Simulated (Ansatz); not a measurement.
**SiNH4 (doublet): from Hartree-Fock to the top rungs at distance N1–H4 along a hydrogen transfer = 1.286 Å, cc-pVDZ**

An exercise on one series of results from a longer session: the logs are not shown, and one member is left open.

Method: cc-pVDZ, core rule «outside noble gas», up to 6 orbitals frozen; program: Ansatz 0.2.0, Gaussian basis.

To be run: UHF; CCSD(T) on ROHF; CCSD(T) on UHF; BCCD(T) on ROHF; CISD; CCSDT(Q) on ROHF; CCSDT(Q) on UHF; CASSCF and MRCISD+Q, 3 electrons in 3 orbitals; CASSCF and NEVPT2, 3 electrons in 3 orbitals.

11 further runs of the same task are left out: 10 that didn't finish, 1 set aside as unsound or not needed.

### What is computed

The geometry derives from fragments relaxed apart (PBE0/def2-TZVP) and kept rigid, so it is no stationary point. A hydrogen atom is moved between rigid fragments.

6 atoms, charge 0, spin multiplicity 2.

Atoms are counted from 1 here; the program's logs count them from 0.

Bond lengths: N1–H2 1.012 Å, N1–H3 1.012 Å, N1–H4 1.286 Å, H4–Si5 1.486 Å, Si5–H6 1.532 Å. Angles: H2–N1–H3 107.1°, H2–N1–H4 107.1°, H3–N1–H4 107.1°, N1–H4–Si5 180.0°, H4–Si5–H6 105.0°.

Set-up of the first run:

Contents of in.yaml:

```yaml
crystal:
  periodic: [false, false, false]
  atoms:
    - {symbol: N, position_ang: [-1.772257, 0.019973, -0.019236]}
    - {symbol: H, position_ang: [-2.069537, 0.987807, -0.019236]}
    - {symbol: H, position_ang: [-2.069536, -0.382326, 0.861023]}
    - {symbol: H, position_ang: [-0.486257, 0.019973, -0.019236]}
    - {symbol: Si, position_ang: [0.999743, 0.019973, -0.019236]}
    - {symbol: H, position_ang: [1.396177, -1.459540, -0.019236]}
basis:
  gaussian: {orbitals: cc-pVDZ}
magnetization: {spin_polarized: true, initial_magnetization: 1}
hamiltonian: {xc: hf}
output: {orbitals: {seedname: orbitals}}
```

The run is started by

```console
$ ansatz run in.yaml --threads 1 --pin off --events-out ev --progress --plain --max-ram 2393MiB
```

Steps of the session up to this table: UHF; CCSD(T) on ROHF; CCSD(T) on UHF; BCCD(T) on ROHF; CISD; CCSDT(Q) on ROHF; CCSDT(Q) on UHF; CASSCF and MRCISD+Q, 3 electrons in 3 orbitals; CASSCF and NEVPT2, 3 electrons in 3 orbitals.

One table of the session follows, with a row left open; its other results are not shown here.

```
       method  from RCCSDT(Q) (kcal/mol)
         ROHF                    +208.54
          UHF                    +197.76
         RMP2                     +32.05
         UMP2                     +39.96
         CISD                     +28.26
        RCCSD                      +8.22
        UCCSD                      +9.52
     RCCSD(T)                      +1.52
     UCCSD(T)                      +2.88
      BCCD(T)                      +1.52
       RCCSDT                      +0.61
       UCCSDT                          ?
    RCCSDT(Q)                          0
    UCCSDT(Q)                      -0.02
  CASSCF pair                    +189.28
  NEVPT2 pair                     +26.94
  MRCISD pair                     +21.81
MRCISD+Q pair                      +2.78
```

Estimate the missing values for UCCSDT.

As computed: from RCCSDT(Q) (kcal/mol): +0.76. In the column «from RCCSDT(Q) (kcal/mol)» it lies between RCCSDT (+0.61) and RCCSD(T) (+1.52).

Caveats from the session: The determinant is far from a pure spin state, so its energy mixes those of several spin states (harmless only where they are near-degenerate, as at dissociation). Restricted and unrestricted rows rest on different reference determinants; where their highest levels disagree by more than a few hundredths of an eV, they describe different states and don't form one ladder.
